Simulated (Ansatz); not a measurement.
Mulliken charges of `C[O][Mg]` radical from ωB97M-V/def2-TZVPP in Ansatz (PBE0-D4/def2-TZVP geometry).

```tsv
atom	x (Å)	y (Å)	z (Å)	charge (e)
C1	0.498	-0.241	0.077	-0.143
O2	-0.731	0.338	-0.137	-0.661
Mg3	-2.318	1.079	-0.409	0.546
H4	0.590	-1.209	-0.438	0.086
H5	1.319	0.395	-0.285	0.086
H6	0.683	-0.427	1.146	0.086
```

Question: By hand: the dipole of these point charges (1 e Å = 4.8032 D).

Answer: Σ q r = (-0.631, 0.293, -0.107) e Å, of length 0.704 e Å = 3.38 D.

Question: How does the dipole of the full density compare? (An estimate is asked.)

Answer: The calculation gave: (-0.354, 0.164, -0.060) e Å, 1.90 D; the point charges give 1.78 times that, at 0° from its direction.

Point charges leave out the atoms' own dipoles, such as those of lone pairs, and Mulliken's split depends on the basis, so the two needn't agree.
